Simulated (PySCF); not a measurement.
Molecule: butyric acid, C4H8O2.

Bonds (- single, = double, # triple, : aromatic): C1-C2 1.519 Å, C2-C3 1.518 Å, C3-C4 1.504 Å, C4=O5 1.203 Å, C4-O6 1.342 Å. C1 carries H7, H8, H9; C2 carries H10, H11; C3 carries H12, H13; O6 carries H14.

Geometry PBE0-D3(BJ)/def2-SVP throughout; GIAO in PySCF 2.14.0 with density-fitted response routines, gas phase, one conformer, non-relativistic; equivalent atoms averaged; basis pcSseg-1.

(1) How do the absolute shieldings σ depend on the functional? (a selection of nuclei; ppm; last column core-seconds on shared hosts with different chips, so compare them loosely; the GGAs took longer than the global hybrids here, which isn't the general rule, and the cause wasn't traced)

(2) Which nucleus among those listed moves most, in ppm?

Results:

(1) 
```tsv
functional	kind	C4	C3	C2	C1	O5	H14	H12/H13	H10/H11	H7/H8/H9	core-s
HF	Hartree–Fock	10.3	158.3	173.6	176.0	-89.4	25.78	29.72	30.21	30.66	6.3
LDA	LDA	1.9	143.2	160.8	166.8	-107.4	25.13	28.59	29.34	29.88	14
PBE	GGA	6.9	143.8	158.4	164.4	-98.9	25.71	29.03	29.70	30.23	21
BLYP	GGA	0.7	138.2	152.1	158.9	-103.2	25.92	29.19	29.84	30.36	24
BP86	GGA	6.3	143.4	158.2	164.1	-96.9	25.77	29.09	29.77	30.29	24
OPBE	GGA	19.4	150.8	164.3	169.4	-83.8	25.71	29.07	29.72	30.27	24
KT2	GGA	17.7	148.5	161.6	167.7	-76.9	25.85	29.05	29.69	30.20	16
KT3	GGA	19.0	147.9	159.8	166.0	-75.5	25.98	29.20	29.80	30.33	15
B97-D	GGA	9.8	143.5	156.9	162.8	-85.5	25.90	29.24	29.88	30.40	15
B3LYP	global hybrid	1.3	142.9	157.8	163.4	-106.0	25.80	29.27	29.88	30.39	9.2
PBE0	global hybrid	7.4	149.1	164.6	169.3	-102.1	25.63	29.17	29.79	30.30	9.4
mPW1PW91	global hybrid	6.4	148.2	163.7	168.3	-103.1	25.68	29.22	29.84	30.35	9.4
WP04	global hybrid	-6.5	135.9	150.1	155.8	-107.8	25.71	29.47	30.06	30.61	12
B97-2	global hybrid	9.9	148.8	163.3	168.1	-93.4	25.77	29.28	29.89	30.40	12
BHandHLYP	global hybrid	3.1	148.9	164.5	168.8	-105.7	25.71	29.39	29.96	30.45	11
CAM-B3LYP	range-separated hybrid	1.3	146.5	162.5	167.6	-105.1	25.65	29.24	29.85	30.35	15
wB97X-D	range-separated hybrid	6.2	149.2	165.2	169.5	-99.7	25.70	29.31	29.94	30.42	14
LC-wPBE	range-separated hybrid	6.5	153.9	171.0	174.5	-96.5	25.58	29.28	29.92	30.39	22
```

(2) O5 (carbonyl oxygen): from -107.8 ppm with WP04 to -75.5 ppm with KT3. The smallest spread is 0.78 ppm, at H7/H8/H9. Proton shifts span only some 12 ppm, so a few tenths of a ppm matter as much there as several ppm in carbon.
